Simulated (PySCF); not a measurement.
## Assignment exercise: C5H7F

Molfile (atoms numbered from 1):
```
C5H7F
     RDKit          3D

 13 12  0  0  0  0  0  0  0  0999 V2000
    1.9770   -1.4761    0.4427 C   0  0  0  0  0  0  0  0  0  0  0  0
    1.0599   -0.8024    0.0733 C   0  0  0  0  0  0  0  0  0  0  0  0
   -0.0496    0.0107   -0.4088 C   0  0  0  0  0  0  0  0  0  0  0  0
   -1.3793   -0.5416    0.1006 C   0  0  0  0  0  0  0  0  0  0  0  0
    0.1571    1.4763   -0.0321 C   0  0  0  0  0  0  0  0  0  0  0  0
   -0.0690   -0.0664   -1.8071 F   0  0  0  0  0  0  0  0  0  0  0  0
    2.7773   -2.0634    0.7827 H   0  0  0  0  0  0  0  0  0  0  0  0
   -1.3981   -0.5164    1.1868 H   0  0  0  0  0  0  0  0  0  0  0  0
   -1.5052   -1.5691   -0.2336 H   0  0  0  0  0  0  0  0  0  0  0  0
   -2.1984    0.0576   -0.2905 H   0  0  0  0  0  0  0  0  0  0  0  0
    1.0905    1.8385   -0.4575 H   0  0  0  0  0  0  0  0  0  0  0  0
   -0.6631    2.0743   -0.4231 H   0  0  0  0  0  0  0  0  0  0  0  0
    0.1966    1.5784    1.0489 H   0  0  0  0  0  0  0  0  0  0  0  0
  1  2  3  0
  2  3  1  0
  3  4  1  0
  3  5  1  0
  3  6  1  0
  1  7  1  0
  4  8  1  0
  4  9  1  0
  4 10  1  0
  5 11  1  0
  5 12  1  0
  5 13  1  0
M  END
```

All values are calculated (PySCF): J couplings at B3LYP/pcJ-1 (spin–dipole term only in couplings to heteroatoms), geometry from GFN2-xTB, shieldings: GIAO PBE0/pcSseg-1. Non-relativistic Hamiltonian, one averaged value for each set of equivalent atoms, in vacuum, a single conformation.

δ = σ(ref) − σ, references computed at the same level: $^{13}$C (σref 186.93), $^{1}$H (σref 31.72) vs TMS.

(1) Assign these signals to the numbered atoms. $^{13}$C{$^{1}$H} NMR (computed): δ 89.4 (d, J = 26.5 Hz), 87.8 (d, J = 221.6 Hz), 81.9 (d, J = 6.7 Hz), 31.7 (d, J = 25.6 Hz).

(2) Assign these signals to the numbered atoms. $^{1}$H NMR (500 MHz, computed): δ 2.10 (d, J = 5.2 Hz, 1H), 1.64 (d, J = 17.9 Hz, 6H).

Results:

(1) 
| δ (ppm) | atoms | environment | reason |
| --- | --- | --- | --- |
| 89.4 | C2 | alkyne carbon | sp carbons lie upfield of alkene carbons because the cylindrical π system leaves one tensor component strongly shielded |
| 87.8 | C3 | propargylic fully substituted sp3 carbon bonded to F | pulled downfield by the heteroatom |
| 81.9 | C1 | terminal alkyne carbon | the triple bond shields along its axis, which puts it between sp3 and sp2 carbons |
| 31.7 | C4/C5 | methyl carbon | aliphatic region, no heteroatom directly attached |

C2 and C3 lie closer than the usual error of such a calculation, so a measured spectrum could show them in the other order.

(2) 
| δ (ppm) | atoms | environment | reason |
| --- | --- | --- | --- |
| 2.10 | H7 | hydrogen on a terminal alkyne carbon | it lies on the axis of the triple bond, in its shielding cone |
| 1.64 | H8/H9/H10/H11/H12/H13 | hydrogen on a methyl carbon | – |

Common functionals overestimate the size of one-bond C–F couplings by tens of Hz; these are unscaled. Multiplet labels drop couplings under 1 Hz and merge nearly equal ones. Shifts are as computed. Against solution values, carbons near 30 ppm lie about +3 ppm off and those near 130 ppm about +5 ppm. Of 1211 compounds with measured shifts, 218 miss one by over three times the rms of a fit or turn the order of signals round; such compounds aren't used in these exercises.
